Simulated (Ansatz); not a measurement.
I need a composite energy at a relaxed geometry of CH3NSi, SMILES C1=N[SiH2]1. Use Ansatz's Python interface. Level of theory (for the species named): PBE0, def2-SVP basis, multiplicity 1.

```xyz
6

C    -0.4118   -0.9813   -0.1186
N     0.7376   -0.8962    0.2569
Si   -0.0250    0.7420   -0.0281
H    -1.0951   -1.7283   -0.3466
H     0.8080    1.3630   -1.1135
H     0.0284    1.4367    1.3036
```

The script, `composite_ch3nsi.py`:
```python
"""Relax CH3NSi cheaply, then refine its energy."""

import logging
import sys

import ansatz as az
import numpy as np

logging.basicConfig(stream=sys.stdout, format="%(name)s: %(message)s")
log = logging.getLogger("run")
log.setLevel(logging.INFO)

BASIS_SET = "def2-SVP"
FUNCTIONAL = "pbe0"


def main() -> None:
    geometry_ang = [
        ("C", [-0.4118, -0.9813, -0.1186]),
        ("N", [0.7376, -0.8962, 0.2569]),
        ("Si", [-0.025, 0.742, -0.0281]),
        ("H", [-1.0951, -1.7283, -0.3466]),
        ("H", [0.808, 1.363, -1.1135]),
        ("H", [0.0284, 1.4367, 1.3036]),
    ]
    mol = az.Crystal.molecule()
    for symbol, xyz in geometry_ang:
        mol = mol.atom(symbol, xyz)

    base = (
        mol.calculation()
        .basis(gaussian=BASIS_SET)
        .functional(FUNCTIONAL)
    )
    symbols = [site.symbol for site in mol.cartesian_sites]
    start = np.array([site.position_ang for site in mol.cartesian_sites], dtype=float)
    data = base.relax(force_tolerance=0.01).run(threads=1, backend="cpu").report
    end = np.array(data["positions_ang"])
    log.info("final positions (A) and the move of each atom")
    for symbol, xyz, old in zip(symbols, end, start):
        log.info(f"{symbol:2s} {xyz[0]:10.5f} {xyz[1]:10.5f} {xyz[2]:10.5f}   {np.linalg.norm(xyz - old):7.4f}")

    minimum = az.Crystal.molecule()
    for symbol, place in zip(symbols, end):
        minimum = minimum.atom(symbol, place.tolist())
    at_minimum = minimum.calculation()
    # MP2 extrapolated to the basis limit, plus the small-basis difference CCSD(T) - MP2
    level = lambda method, basis: at_minimum.basis(gaussian=basis).correlation(method).run(threads=1, backend="cpu").report
    small, large, cluster = level("mp2", "cc-pVDZ"), level("mp2", "cc-pVTZ"), level("ccsd_t", "cc-pVDZ")
    corr = lambda each: (each["free_energy_ev"] - each["reference_energy_ev"]) / 27.211386246
    mp2_limit = (27 * corr(large) - 8 * corr(small)) / 19
    pieces = {"HF / cc-pVTZ": large["reference_energy_ev"] / 27.211386246, "MP2 correlation, DZ-TZ limit": mp2_limit, "CCSD(T) - MP2 / cc-pVDZ": corr(cluster) - corr(small)}
    for name, value in pieces.items():
        log.info(f"{name:32s} {value:14.6f} Ha")
    log.info(f"{'sum':32s} {sum(pieces.values()):14.6f} Ha")
    print("T1 diagnostic", round(cluster["correlation"]["coupled_cluster"]["t1_diagnostic"], 4))


if __name__ == "__main__":
    main()
```

```console
$ python composite_ch3nsi.py
run: final positions (A) and the move of each atom
run: C    -0.44511   -0.95924   -0.13459    0.0430
run: N     0.76347   -1.00496    0.26396    0.1120
run: Si    0.18939    0.70890    0.03578    0.2261
run: H    -1.14990   -1.77894   -0.34768    0.0746
run: H     0.73361    1.45762   -1.12143    0.1206
run: H    -0.04935    1.51252    1.25767    0.1179
run: HF / cc-pVTZ                        -382.970682 Ha
run: MP2 correlation, DZ-TZ limit          -0.509402 Ha
run: CCSD(T) - MP2 / cc-pVDZ               -0.045262 Ha
run: sum                                 -383.525346 Ha
T1 diagnostic 0.0174
```

What to keep in mind:
- Total energies depend on the basis set; only differences at equal settings carry meaning.
- The sum leaves out core correlation, relativity, the Hartree-Fock basis error and zero-point energy; a DZ-TZ extrapolation is rough.
- Inner cores stay frozen, so this is valence correlation.
- For Al to Cl the sets with a tight d function, cc-pV(X+d)Z, are usual.
- An extrapolation from small basis sets is rough.
- Hardware and time: 16 s on 1 thread of Arm Neoverse V1, on a shared host, peak memory 0.26 GiB.
